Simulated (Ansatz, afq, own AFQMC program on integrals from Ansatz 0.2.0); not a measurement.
Integrals from Ansatz 0.2.0, then the random walk in our own AFQMC program (afq).

```yaml
crystal:
  periodic: [false, false, false]
  atoms:
    - {symbol: Al, position_ang: [-0.059867, 0.000147, -0.132768]}
    - {symbol: H, position_ang: [0.448722, 0.001802, 1.985772]}
    - {symbol: H, position_ang: [-0.317066, -0.008906, 1.956389]}
    - {symbol: H, position_ang: [0.733301, 1.383310, -0.188797]}
    - {symbol: H, position_ang: [0.737612, -1.380129, -0.199290]}
basis:
  gaussian: {orbitals: 6-31G}
magnetization: {spin_polarized: true, initial_magnetization: 1}
correlation: {method: ccsd_t, electrons: outside_noble_gas, hamiltonian_folder: ham}
```

```sh
$ ansatz run in.yaml --threads 1 --pin off --events-out ev --progress --plain --max-ram 16896MiB --backend cuda --devices 0, --max-vram 18GiB
```

afq runs on the folder ham with

```
--method phaseless --trial hf --walkers 4000 --populations 20 --least-time 40 --time-step 0.005 --steps-per-block 20 --equilibration-blocks 112 --max-blocks 4000 --target-error 0.0008 --factor-cut 1e-05 --start spin_pure --seed 2388 --taylor-order 6
```

Times are imaginary, in 1/Eh. The walk had a cap of 49 s. With eight or more populations the least sampling time is a fifth of least-time, and the error comes from their spread.

Log:

```
orbitals 16  electrons 4 3  factors 103 of 266
reference energy -244.10713626 Eh
CCSD correlation -0.07049046 Eh in 11 cycles, weight of the determinant in the CISD state 0.9460
energy of the start -244.107147 Eh
 block  time / (1/Eh)  mean weight  energy / Eh
     1     0.100  1.0002  -244.117472
     2     0.200  1.0003  -244.125625
     3     0.300  1.0001  -244.132865
     4     0.400  1.0003  -244.138815
     5     0.500  1.0004  -244.144383
     7     0.700  1.0003  -244.151509
     9     0.900  1.0002  -244.156826
    13     1.300  1.0000  -244.164187
    21     2.100  1.0000  -244.173330
    25     2.500  1.0002  -244.175311
    29     2.900  1.0002  -244.175796
    37     3.700  0.9999  -244.179719
    45     4.500  0.9999  -244.177980
    53     5.300  1.0002  -244.181461
    61     6.100  0.9997  -244.181221
    69     6.900  1.0000  -244.181088
    77     7.700  1.0000  -244.176792
    85     8.500  0.9999  -244.176675
    93     9.300  1.0001  -244.178823
   101    10.100  1.0000  -244.177343
   109    10.900  1.0000  -244.178711
   117    11.700  1.0000  -244.178858
   125    12.500  1.0002  -244.178605
   133    13.300  1.0000  -244.177858
   141    14.100  1.0001  -244.177559
   149    14.900  0.9999  -244.177299
   157    15.700  1.0000  -244.178829
   165    16.500  1.0001  -244.178712
   173    17.300  1.0000  -244.177341
   181    18.100  0.9999  -244.178386
   189    18.900  1.0001  -244.177276
error from the spread of 20 populations
energy -244.177988 +/- 0.000412 Eh
(rows thinned)
```

The run passed its tests (sampling time, drift between the halves within three errors, error under three times the target), which doesn't prove that it has relaxed.

Against this walk (error 11.2 meV) on the same determinant: CCSD(T) 7.8 meV lower (within the noise), CCSDT(Q) 16.9 meV lower (within the noise), CCSDTQ 17.0 meV lower (within the noise), full CI 17.0 meV lower (within the noise), a separate phaseless walk with a CISD trial and standard settings 16.3 ± 11.2 meV lower (within the noise). The error is statistical and leaves out the bias of the constraint.

Cautions: constraint bias not in the error.

The walk took 17 s on 1 × NVIDIA H100 80GB HBM3 with 2 threads of AMD EPYC 7R13 Processor (Zen 3), on a shared host (the card was shared). The log's last line is the phaseless energy.

CCSDT and higher add their correlation energy to the determinant of the CCSD(T) run, since their own runs factorise the integrals more tightly (a shift of under 2 meV).
